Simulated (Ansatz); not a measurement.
# H₂O₂ (triplet): from Hartree-Fock to the top rungs at distance O1–H3 along a hydrogen transfer = 1.531 Å, cc-pVTZ

One table from this session's results is given with a row withheld; the runs are named, their logs left out.

Program: Ansatz 0.2.0, Gaussian basis. Level of theory: cc-pVTZ, core rule «outside noble gas», up to 2 orbitals frozen. These are calculated values, not measurements.

Plan: UHF; CCSD(T) on ROHF; CCSD(T) on UHF; BCCD(T) on ROHF; CCSDT(Q) on ROHF; CCSDT(Q) on UHF; CASSCF and NEVPT2, 4 electrons in 4 orbitals; CASSCF and NEVPT2, 14 electrons in 10 orbitals.

**The geometry**

The geometry derives from fragments relaxed apart (PBE0/def2-TZVP) and kept rigid, so it is no stationary point. A hydrogen atom is moved between rigid fragments.

4 atoms, charge 0, spin multiplicity 3.

Atoms are counted from 1 here; the program's logs count them from 0.

Bond lengths: O1–H2 0.960 Å, H3–O4 0.990 Å.

The first run:

The input, in.yaml:

```yaml
crystal:
  periodic: [false, false, false]
  atoms:
    - {symbol: O, position_ang: [-1.223776, -0.027457, 0.000000]}
    - {symbol: H, position_ang: [-1.473086, 0.899119, 0.000000]}
    - {symbol: H, position_ang: [0.307224, -0.027457, 0.000000]}
    - {symbol: O, position_ang: [1.297224, -0.027457, 0.000000]}
basis:
  gaussian: {orbitals: cc-pVTZ}
magnetization: {spin_polarized: true, initial_magnetization: 2}
hamiltonian: {xc: hf}
output: {orbitals: {seedname: orbitals}}
```

Launch:

```bash
$ ansatz run in.yaml --threads 1 --pin off --events-out ev --progress --plain --max-ram 4096MiB --backend cpu
```

Steps of the session up to this table: UHF; CCSD(T) on ROHF; CCSD(T) on UHF; BCCD(T) on ROHF; CCSDT(Q) on ROHF; CCSDT(Q) on UHF; CASSCF and NEVPT2, 4 electrons in 4 orbitals; CASSCF and NEVPT2, 14 electrons in 10 orbitals.

One of the session's tables, all rows but one given; the rest of the session is left out.

```
        method  from UCCSDT(Q) (kcal/mol)
          ROHF                    +284.08
           UHF                    +278.14
          RMP2                     +23.83
          UMP2                          ?
         RCCSD                      +7.80
         UCCSD                      +7.68
      RCCSD(T)                      +0.77
      UCCSD(T)                      +0.72
       BCCD(T)                      +0.76
        RCCSDT                      +0.33
        UCCSDT                      +0.27
     RCCSDT(Q)                      +0.07
     UCCSDT(Q)                          0
   CASSCF pair                    +269.93
   NEVPT2 pair                     +23.44
CASSCF valence                    +253.49
NEVPT2 valence                     +37.44
```

Estimate the missing values for UMP2.

**Answer.** from UCCSDT(Q) (kcal/mol): +24.30. In the column «from UCCSDT(Q) (kcal/mol)» it lies between RMP2 (+23.83) and NEVPT2 valence (+37.44).

To keep in mind: Restricted and unrestricted rows rest on different reference determinants; where their highest levels disagree by more than a few hundredths of an eV, they describe different states and don't form one ladder.
